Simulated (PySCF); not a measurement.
# Bond curve of CS

Set-up: PySCF, no relativity, basis sets C STO-3G, S STO-3G. Energies in eV from C + S in their ground configurations at the same level. All curves are PBE0. state 1: ¹Σ⁺ (singlet), closed shell; state 2: ³Π (triplet), unpaired electrons σ ↑, π ↑, a second solution, started from another occupation; state 3: ⁵Π (quintet), unpaired electrons σ ↑, π ↑↑↑, a second solution, started from another occupation.

```
R (Å)  state 1  state 2  state 3
1.342   -5.723   -1.798    4.381
1.404   -6.927   -3.131    2.235
1.466   -7.605   -3.940    0.676
1.513   -7.849   -4.287   -0.190
1.560   -7.916   -4.462   -0.847
1.607   -7.844   -4.502   -1.333
1.669   -7.579   -4.401   -1.767
1.747   -7.052   -4.107   -2.050
1.841   -6.237   -3.620   -2.122
1.966   -4.986   -2.883   -1.940
```

**Question.** Put a parabola through the three lowest points of the state 1 curve and estimate Re, k and ωe (reduced mass 8.725 u; 1 eV/Å² = 0.16022 mdyn/Å; ωe = 1302.8·√(k/μ) cm⁻¹).

**Answer.** Through R = 1.513, 1.56, 1.607 Å the second-order coefficient is 31.5 eV/Å², so Re ≈ 1.559 Å, k ≈ 10.1 mdyn/Å and ωe ≈ 1400 cm⁻¹. A polynomial fit of higher order to the unrounded PBE0 energies gives Re = 1.557 Å, k = 10.4 mdyn/Å, ωe = 1419 cm⁻¹; anharmonicity and rounding make the difference.

The higher-order fit for each curve: state 1: Re = 1.557 Å, ωe = 1419 cm⁻¹, De = 7.92 eV; state 2: Re = 1.600 Å, ωe = 1231 cm⁻¹, minimum 4.50 eV below the ground-state fragments; state 3: Re = 1.822 Å, ωe = 852 cm⁻¹, minimum 2.13 eV below the ground-state fragments.

⟨S²⟩ of the unrestricted solution departs from its pure value on part of the curve, where spin states mix. STO-3G is very small, so such numbers show the basis as much as the molecule.
